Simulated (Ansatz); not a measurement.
# MgF− (quintet): wave-function methods side by side, aug-cc-pVDZ

The task here is to estimate one member of a computed series from the others.

Program: Ansatz 0.2.0, Gaussian basis. Level of theory: aug-cc-pVDZ, core rule «outside noble gas», up to 6 orbitals frozen. These are calculated values, not measurements.

To be run: UHF; CCSD(T) on ROHF; CCSD(T) on UHF; BCCD(T) on ROHF; CISD; CCSDT(Q) on ROHF; CCSDT(Q) on UHF.

24 further runs of the same task are left out: 12 for a known fault of the program, 2 that didn't finish, 10 set aside as unsound or not needed.

### The geometry

The geometry is a PBE0/def2-TZVPD stationary point (not a proven minimum) of the parent state, kept for this charge and spin.

2 atoms, charge -1, spin multiplicity 5.

Atoms are counted from 1 here; the program's logs count them from 0.

Bond lengths: F1–Mg2 1.804 Å.

The first run:

in.yaml reads:

```yaml
crystal:
  periodic: [false, false, false]
  atoms:
    - {symbol: F, position_ang: [0.000000, 0.000000, 0.000000]}
    - {symbol: Mg, position_ang: [0.000000, 0.000000, 1.804000]}
basis:
  gaussian: {orbitals: aug-cc-pVDZ}
total_charge: -1
magnetization: {spin_polarized: true, initial_magnetization: 4}
hamiltonian: {xc: hf}
output: {orbitals: {seedname: orbitals}}
```

On the command line:

```console
ansatz run in.yaml --threads 1 --pin off --events-out ev --progress --plain --max-ram 2393MiB
```

Among the steps run: UHF; CCSD(T) on ROHF; CCSD(T) on UHF; BCCD(T) on ROHF; CISD; CCSDT(Q) on ROHF; CCSDT(Q) on UHF.

One table of the session follows, with a row left open; its other results are not shown here.

| method | from UCCSDT(Q) (meV) |
| --- | --- |
| ROHF | +5144.1 |
| UHF | +5029.9 |
| RMP2 | +570.7 |
| UMP2 | +575.0 |
| RCCSD | +96.0 |
| UCCSD | +93.7 |
| RCCSD(T) | +16.0 |
| UCCSD(T) | ? |
| BCCD(T) | +15.5 |
| RCCSDT | +3.4 |
| UCCSDT | +2.0 |
| RCCSDT(Q) | +1.7 |
| UCCSDT(Q) | 0 |

**Question.** Estimate the row for UCCSD(T).

As computed: from UCCSDT(Q) (meV): +14.6. In the column «from UCCSDT(Q) (meV)» it lies between RCCSDT (+3.4) and BCCD(T) (+15.5).

Not comparable, so not listed: CISD (they don't share determinant, frozen orbitals or solution with the rows shown, or repeat one).

To keep in mind: Restricted and unrestricted rows rest on different reference determinants; where their highest levels disagree by more than a few hundredths of an eV, they describe different states and don't form one ladder.
